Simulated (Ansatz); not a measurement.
in.yaml

```yaml
crystal:
  periodic: [false, false, false]
  atoms:
    - {symbol: O, position_ang: [0.000000, 0.199858, 1.434628]}
    - {symbol: O, position_ang: [0.000000, 0.406627, -1.385152]}
    - {symbol: Si, position_ang: [0.000000, -0.387106, -0.083158]}
    - {symbol: H, position_ang: [0.000000, 1.159459, 1.531796]}
basis:
  gaussian: {orbitals: cc-pVDZ}
magnetization: {spin_polarized: true, initial_magnetization: 1}
hamiltonian: {xc: {name: B2PLYP}}
correlation: {electrons: outside_noble_gas}
```

```sh
$ ansatz run in.yaml --threads 1 --pin off --events-out ev --progress --plain --max-ram 2393MiB
```

Output:

```
484 factors; integrals over basis functions are off by at most 1.4e-3 eV
mean field evaluation 1: about -11969.0366 eV, gradient 4.4e1 eV
mean field evaluation 2: about -11969.0659 eV, gradient 4.4e1 eV
mean field evaluation 4: about -11975.9249 eV, gradient 1.4e1 eV
mean field evaluation 8: about -11976.7584 eV, gradient 6.3e-1 eV
mean field evaluation 16: about -11976.7645 eV, gradient 2.9e-3 eV
mean field evaluation 32: about -11975.5875 eV, gradient 4.1e0 eV
mean field -11976.76449909 eV, -440.1379771991 hartree, gradient 3.7e-6 eV, S^2 0.759440; 2 other end points of the search recorded, 0 dependent functions left out
7 core orbitals not correlated: weight in the atoms' cores, before any rotation towards them, 1.000 or more for the frozen orbitals, at most 0.000 for the correlated occupied ones
reference -11976.76460704 eV, -440.1379811662 hartree; 9, 8 occupied and 35, 36 virtual orbitals, 484 factors
second order -15.45748178 eV of doubles, -0.00000000 eV of singles
Total energy: -11980.93812712 eV, -440.2913552003 hartree
```

Ran on 1 thread of Arm Neoverse V2, shared host: 3.1 s wall, 0.2 GiB peak host memory.
